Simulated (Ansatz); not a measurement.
Relaxation of CH3S2 (6 atoms, charge 1, multiplicity 1), to a largest force component of 0.02 eV/Å in at most 50 steps.

Computed with RKS PBE/def2-SVP (Ansatz).

```xyz
6
Properties=species:S:1:pos:R:3:forces:R:3
C -0.359 0.057 -0.524 0.15 1.53 0.23
S 1.059 -1.054 -0.495 -1.71 -3.33 -0.31
S 0.032 -0.429 1.175 0.54 0.04 0.79
H -1.290 -0.352 -0.908 -0.38 -0.63 -0.65
H -0.188 1.095 -0.792 0.40 0.67 -0.18
H 2.375 -1.443 -0.635 1.00 1.72 0.12
```

**Question.** Where does it end, and by what steps?

**Answer.** It converged. Limits of this set-up: the dipole of an ion depends on the origin. After 8 steps the energy has fallen by 2.066 eV; H6 moved furthest, 0.71 Å.

```tsv
step	energy less start (eV)	largest force component (eV/Å)	accepted
0	0.0000	3.332	yes
1	-1.0279	2.770	yes
2	-1.6110	1.686	yes
3	-1.8969	1.409	yes
4	-2.0276	0.567	yes
5	-2.0602	0.410	yes
6	-2.0648	0.182	yes
7	-2.0657	0.055	yes
8	-2.0658	0.011	yes
```

```xyz
6
Properties=species:S:1:pos:R:3
C -0.271 -0.009 -0.490
S 0.847 -1.473 -0.480
S 0.077 -0.490 1.212
H -1.266 -0.267 -0.900
H 0.191 0.920 -0.877
H 2.050 -0.808 -0.644
```

Run time: 12 s on 1 thread of Arm Neoverse V2, on a shared host, peak memory 0.11 GiB.
